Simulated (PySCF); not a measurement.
# Shieldings and the share of exact exchange

Molecule: `C(C=C)/C=C\F`, C$_{5}$H$_{7}$F.

Geometry:
| atom | x (Å) | y (Å) | z (Å) |
| --- | --- | --- | --- |
| C1 | -2.102 | -0.005 | -0.118 |
| C2 | -0.875 | -0.204 | 0.365 |
| C3 | 0.263 | -0.819 | -0.396 |
| C4 | 1.436 | 0.109 | -0.511 |
| C5 | 2.638 | -0.115 | 0.011 |
| F6 | 2.929 | -1.225 | 0.692 |
| H7 | -2.887 | 0.449 | 0.492 |
| H8 | -2.368 | -0.293 | -1.141 |
| H9 | -0.646 | 0.105 | 1.392 |
| H10 | -0.085 | -1.106 | -1.403 |
| H11 | 0.591 | -1.743 | 0.109 |
| H12 | 1.300 | 1.055 | -1.043 |
| H13 | 3.491 | 0.565 | -0.066 |

GIAO shieldings (ppm, equivalent atoms averaged) in PySCF 2.14.0 with density-fitted response routines on the PBE0-D3(BJ)/def2-SVP geometry, basis pcSseg-1, gas phase, non-relativistic:

```csv
functional,exact exchange (%),σ(C3),σ(F6)
BLYP,0,140.4,272.9
BP86,0,145.4,274.4
PBE,0,145.7,271.8
B3LYP,20,146.1,294.0
PBE0,25,152.1,297.3
BHandHLYP,50,153.3,320.1
HF,100,163.9,353.2
```

Q: Fit each shielding as a line in the percentage of exact exchange.

A: σ(C3) = 144.0 + 0.20 x (rms 2.1 ppm); σ(F6) = 275.0 + 0.81 x (rms 2.8 ppm). The functionals also differ in their semilocal parts, which the line can't hold; Hartree–Fock has no correlation at all.

Q: What does the line predict for mPW1PW91 (25 %), and what does the run give?

A: σ(C3): 149.0 predicted, 151.4 computed; σ(F6): 295.2 predicted, 298.2 computed ppm.
